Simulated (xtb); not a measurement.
Species: C5H5N, SMILES `c1ccncc1` (charge 0, multiplicity 1).

Problem. Give a relaxed geometry from GFN2-xTB in xtb.

Solution. the end point of this relaxation (outside a Z-matrix the atoms follow the SMILES, hydrogens last).
Z-matrix (Å, degrees):
```
C
H 1 1.0809
C 1 1.3858 2 120.65
H 3 1.0792 1 121.11 2 0.00
C 1 1.3858 2 120.65 3 180.00
H 5 1.0792 1 121.11 2 0.00
C 5 1.3872 6 120.67 1 180.00
N 7 1.3217 5 123.37 6 -180.00
C 8 1.3217 7 118.11 5 0.00
H 9 1.0825 8 115.53 7 -180.00
H 7 1.0825 8 115.53 9 -180.00
```
